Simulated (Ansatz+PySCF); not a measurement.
The numbers below are computed, except where a source is named.
## PySCF 2.14.0 run

```python
from pyscf import gto, scf, mp

mol = gto.M(atom="""
C 0.023030 0.548250 0.000000
C 0.023030 -0.195340 1.291570
C 0.023030 -0.195340 -1.291570
H -0.314090 1.579730 0.000000
H 0.230220 0.463580 2.138480
H 0.230220 0.463580 -2.138480
H -0.990380 -0.702250 1.493400
H 0.775990 -0.990900 1.286240
H 0.775990 -0.990900 -1.286240
H -0.990380 -0.702250 -1.493400
""", basis='cc-pvtz', charge=0, spin=1)
mf = scf.UHF(mol)
mf.kernel()
pt = mp.MP2(mf, frozen=3).run()
print(mf.e_tot, pt.e_corr, pt.e_tot)
```

The script is written out from the run's settings.

Results

```yaml
Converged: yes
Reference_energy: -117.67561 hartree
Correlation_energy: -0.50520 hartree
Total_energy: -118.18081 hartree
Spin_squared_of_the_determinant: 0.765
```
